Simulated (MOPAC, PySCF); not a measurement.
C$_{2}$H$_{6}$S, SMILES `CSC`, neutral singlet in the gas phase. 

Cartesian coordinates (Å):
```xyz
9

C     -1.3527    -0.0736    -0.2504
S      0.0018     1.1017    -0.4363
C      1.3528     0.1139     0.2339
H     -2.2598     0.4162    -0.6317
H     -1.1778    -0.9898    -0.8358
H     -1.5168    -0.3394     0.8057
H      1.1760    -0.1531     1.2876
H      2.2616     0.7295     0.1779
H      1.5151    -0.8031    -0.3540
```
Charge 0, spin multiplicity 1.

All levels are single points at this geometry (PBE0-D4/def2-SVP); Pople sets use spherical d functions. Orbital energies aren't observables, and empty levels follow the basis.

PM3 in MOPAC gives HOMO (eV) = -8.89.

Estimate the HOMO (eV) from each of these levels: B3LYP-D3(BJ)/def2-TZVP in PySCF; PBE-D3(BJ)/def2-TZVP in PySCF; PBE0-D4/def2-TZVP in PySCF; B3LYP/3-21G in PySCF; B3LYP/6-311+G** in PySCF; B3LYP/LANL2DZ in PySCF; BP86/6-31G* in PySCF; M06-2X/6-31G* in PySCF; PBE/6-31G* in PySCF; HF/6-31G* in PySCF; HF/STO-3G in PySCF; PM7 in MOPAC.


| level | HOMO (eV) |
|---|---|
| B3LYP-D3(BJ)/def2-TZVP in PySCF | -6.03 |
| PBE-D3(BJ)/def2-TZVP in PySCF | -5.02 |
| PBE0-D4/def2-TZVP in PySCF | -6.25 |
| B3LYP/3-21G in PySCF | -5.95 |
| B3LYP/6-311+G** in PySCF | -6.09 |
| B3LYP/LANL2DZ in PySCF | -5.92 |
| BP86/6-31G* in PySCF | -4.97 |
| M06-2X/6-31G* in PySCF | -7.35 |
| PBE/6-31G* in PySCF | -4.87 |
| HF/6-31G* in PySCF | -9.09 |
| HF/STO-3G in PySCF | -6.66 |
| PM7 in MOPAC | -8.40 |
